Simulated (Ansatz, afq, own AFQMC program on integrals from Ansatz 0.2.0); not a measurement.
# Where AFQMC and coupled cluster stand for InH3⁺, doublet

| atom | x (Å) | y (Å) | z (Å) |
| --- | --- | --- | --- |
| In | 0.0000 | -0.0188 | 0.0006 |
| H | 0.0000 | 2.3330 | -0.0684 |
| H | 0.0000 | -0.1443 | -1.6632 |
| H | 0.0000 | -0.0483 | 1.6687 |

Basis def2-SVP with its core potentials. Only valence electrons are correlated. Integrals, coupled cluster, full CI and functionals: Ansatz 0.2.0; the random walks run on the same integrals in our own AFQMC program. The CISD trial takes its coefficients from CCSD amplitudes. Released means that phaseless walkers are propagated on without the constraint, phases kept. Free projection: walkers drawn from exp(T), propagated without any constraint. Its projection time is finite, and what remains of the start isn't in its error. ± is one standard error of the sampling. No spin–orbit coupling.

Determinant: UHF, the one that the program's search chose, which needn't be the lowest solution. The geometry is a point of a scan.

Full CI on the same integrals is exact in this basis and with this determinant's frozen core.

Cautions: no spin-orbit coupling; inner d shell frozen.

```
T1 diagnostic                               : 0.0126
weight of the determinant in the CISD state : 0.951
⟨S²⟩ of the determinant                     : 0.752
size of the correlated space                : 5 electrons in 32 orbitals
```

Reference: full CI, correlation energy -1.756 eV. The released energy is read at 2.40 1/Eh (meV from the phaseless value at times in 1/Eh: -0.4 ± 0.6 at 0.24, -0.8 ± 0.4 at 0.51, -1.2 ± 0.4 at 0.99, -1.3 ± 0.3 at 1.62, -1.6 ± 0.3 at 2.40).

| level | E − E(reference) (mEh) | share of correlation (%) |
| --- | --- | --- |
| HF | 64.52 | 0.00 |
| MP2 | 17.23 | 73.30 |
| CCSD | 1.03 | 98.41 |
| CCSD(T) | 0.32 | 99.50 |
| CCSDT | 0.03 | 99.96 |
| CCSDT(Q) | 0.01 | 99.99 |
| CCSDTQ | 0.00 | 100.00 |
| ph-AFQMC/HF | -0.19 ± 0.40 | 100.30 |
| ph-AFQMC/CISD | 0.05 ± 0.02 | 99.92 |
| released AFQMC | -0.01 ± 0.01 | 100.02 |
| free AFQMC | -0.01 ± 0.01 | 100.01 |

CCSDT and higher add their correlation energy to the determinant of the CCSD(T) run, since their own runs factorise the integrals more tightly (a shift of under 2 meV). Free projections are given only where their last times agree within the noise and don't stop above the reference; a slow remainder of the start can still hide under it. A walk keeps the symmetry of its determinant, which the program's search chose and which needn't be the lowest solution, so a lower state of the same spin and another symmetry isn't excluded. Released energies are given only where the last usable release times agree within the noise; a slower fall can still hide under it.
